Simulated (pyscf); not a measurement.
H₂N–NH₂ + disilane (H₃Si–SiH₃) -> H₂N–NH–SiH₃ + silane (SiH₄), a four-centre exchange (singlet surface; H–N, Si–Si broken, N–Si, H–Si formed). Structures and frequencies: ωB97X-D3(BJ)/def2-SVP in PySCF. Energies in eV from the separated reactants.

AM1 to PM7: differences of heats of formation from MOPAC. 

In single points PM3 puts the saddle at 0.99 eV and the reaction energy at -0.31 eV. Should these be trusted to within a few kcal/mol? Compare with ωB97M-D3(BJ)/def2-TZVP.

ωB97M-D3(BJ)/def2-TZVP gives ΔE‡ = 1.49 eV and ΔE = -0.46 eV. PM3 lies 0.50 eV under it in the barrier and 0.15 eV over it in the reaction energy, so on this step it does not hold to within 0.13 eV. ωB97M-D3(BJ)/def2-TZVP has limits of its own. H₂N–NH–SiH₃ lies 2.49 eV over its isomer H₂N–SiH₂–NH₂ (electronic energy, ωB97M-D3(BJ)). This is the saddle that the search found; another between the same sides may lie lower.
